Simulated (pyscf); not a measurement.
PySCF, gas phase, ωB97X-D3(BJ)/def2-SVP geometries.

Question: H₃C–CH₂–CH₂–Al(F)–F → H₃C–Al(F)–F + H₂C=CH₂
Surface: singlet. Broken: C–C, Al–C. Formed: Al–C. Give ΔE‡ and ΔE from ωB97M-D3(BJ)/def2-TZVP, relative to the reactant's lowest minimum found.

Answer: ΔE‡ = 1.81 eV, ΔE = +0.97 eV. Zero-point energy shifts the barrier by -0.10 eV. It is an elimination, with an imaginary mode of 527i cm⁻¹. On the product side the descent ends in a bound adduct, 0.63 eV under the separated species and 1.32 eV under the saddle at ωB97X-D3(BJ)/def2-TZVP. At the saddle there is also a short Al–C contact that neither side keeps. One saddle was located; it need not be the lowest between these sides.
